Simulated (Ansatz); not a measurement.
```yaml
crystal:
  periodic: [false, false, false]
  atoms:
    - {symbol: C, position_ang: [-1.742115, 1.736776, -0.382434]}
    - {symbol: C, position_ang: [0.322660, -1.179348, -0.247457]}
    - {symbol: O, position_ang: [2.717994, -0.076068, 1.992642]}
    - {symbol: F, position_ang: [0.740575, -2.891513, -1.848983]}
    - {symbol: H, position_ang: [-3.622289, 1.165565, -1.649865]}
    - {symbol: H, position_ang: [-1.792934, 4.109974, 1.363383]}
    - {symbol: H, position_ang: [3.966796, -2.480798, 0.674166]}
basis:
  gaussian: {orbitals: def2-SVPD, final_grid: {core_spheres: 20, valence_spheres: 16, degree: 47}}
hamiltonian: {xc: {name: BLYP}, dispersion: d3bjatm}
output: {forces: true}
```

```sh
$ ansatz run in.yaml --threads 2 --pin off --events-out ev --progress --plain --max-ram 4352MiB
```

Output, abridged:

```
Functional definition: BLYP
900 factors; their error is unknown
mean field evaluation 1: about -6797.9414 eV, gradient 1.1e2 eV
mean field evaluation 2: about -5910.0384 eV, gradient 2.9e2 eV
mean field evaluation 4: about -6386.0617 eV, gradient 2.1e2 eV
mean field evaluation 8: about -6849.4942 eV, gradient 2.1e0 eV
mean field evaluation 16: about -6849.5611 eV, gradient 1.4e-5 eV
mean field -6849.56105412 eV, -251.7167259397 hartree, gradient 1.4e-5 eV, S^2 0.000000; 9 other end points of the search recorded, 0 dependent functions left out
reference -6849.56157179 eV, -251.7167449638 hartree; 16, 16 occupied and 94, 94 virtual orbitals, 900 factors
Total energy: -6849.67241721 eV, -251.7208184577 hartree
Atom 0 at    -1.742115     1.736776    -0.382434 Å, force    -1.469498    -0.136038    -0.590979 eV/Å
Atom 1 at     0.322660    -1.179348    -0.247457 Å, force     0.749248    -1.539917    -1.428290 eV/Å
Atom 2 at     2.717994    -0.076068     1.992642 Å, force    -0.105233    -0.940604    -0.855448 eV/Å
Atom 3 at     0.740575    -2.891513    -1.848983 Å, force    -0.459002     2.062467     1.912943 eV/Å
Atom 4 at    -3.622289     1.165565    -1.649865 Å, force     1.724126     0.646148     1.229769 eV/Å
Atom 5 at    -1.792934     4.109974     1.363383 Å, force    -0.067089    -0.790349    -0.639917 eV/Å
Atom 6 at     3.966796    -2.480798     0.674166 Å, force    -0.372552     0.698293     0.371923 eV/Å
Dipole moment:    -0.603445     0.604329     0.077276 e Å
```

(1) What is wrong with this run?

## Answers

(1) The geometry is stretched to more than twice its size. The calculation finished and met its thresholds. The result belongs to that input, not to the molecule as meant.
